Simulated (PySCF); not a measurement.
N-phenylpyrrole, C10H9N.
Bonds: C1–C2 (aromatic), C2–C3 (aromatic), C3–C4 (aromatic), C4–N5, N5–C6 (aromatic), C6–C7 (aromatic), C7–C8 (aromatic), C8–C9 (aromatic), C4–C10 (aromatic), C10–C11 (aromatic), C1–C11 (aromatic), N5–C9 (aromatic). Hydrogens: H12 on C1; H13 on C2; H14 on C3; H15 on C6; H16 on C7; H17 on C8; H18 on C9; H19 on C10; H20 on C11.

Computed geometry: GFN2-xTB, gas phase.

(1) What internal coordinates does the optimisation give?

Answers

(1) 
| bond | length (bohr) |
| --- | --- |
| C1–C2, C1–C11 | 2.617 |
| C2–C3, C10–C11 | 2.612 |
| C3–C4, C4–C10 | 2.632 |
| C4–N5 | 2.641 |
| N5–C6, N5–C9 | 2.582 |
| C6–C7, C8–C9 | 2.579 |
| C7–C8 | 2.667 |
| C1–H12 | 2.040 |
| C2–H13, C11–H20 | 2.041 |
| C3–H14, C10–H19 | 2.040 |
| C6–H15, C9–H18 | 2.025 |
| C7–H16, C8–H17 | 2.026 |

Bonds in one row agree within 0.02 bohr and their mean is given. A selection of angles:
| angle | degrees |
| --- | --- |
| C2–C1–C11 | 119.6 |
| C1–C2–C3 | 120.4 |
| C2–C3–C4 | 120.2 |
| C3–C4–N5 | 120.3 |
| C3–C4–C10 | 119.2 |
| C4–N5–C6 | 125.9 |
| C6–N5–C9 | 108.3 |
| N5–C6–C7 | 108.7 |
| C6–C7–C8 | 107.1 |

Dihedral angles: C3–C4–N5–C6 147° (anticlinal). The mirror-image conformer, all signs reversed, is as good.

The 6-membered ring C1–C2–C3–C4–C10–C11 has internal angles of 119.2° to 120.4° (sum 720°, against 720° for a flat polygon); it is planar, 0.00 Å rms from its mean plane, widest ring torsion 0°. Of the pairs four or more bonds apart, C9···H14 is among the closest relative to their van der Waals radii: 2.71 Å, 94 % of the sum of Bondi's values. The 3 C–N bonds span 1.366 Å (N5–C9, aromatic) to 1.397 Å (C4–N5, drawn single), a spread of 0.031 Å. N5 (pyrrole-type nitrogen) is planar (angles 125.9°, 125.9° and 108.3°, sum 360.0°, 0.01 Å off the plane of its three neighbours). The 5-membered ring N5–C6–C7–C8–C9 has internal angles of 107.1° to 108.8° (sum 540°, against 540° for a flat polygon); it is planar, 0.00 Å rms from its mean plane, widest ring torsion 1°. The 9 C–C bonds span 1.364 Å (C8–C9, aromatic) to 1.412 Å (C7–C8, aromatic), a spread of 0.048 Å.

Stationary, but not proved a minimum. The numbers are those of one conformer.
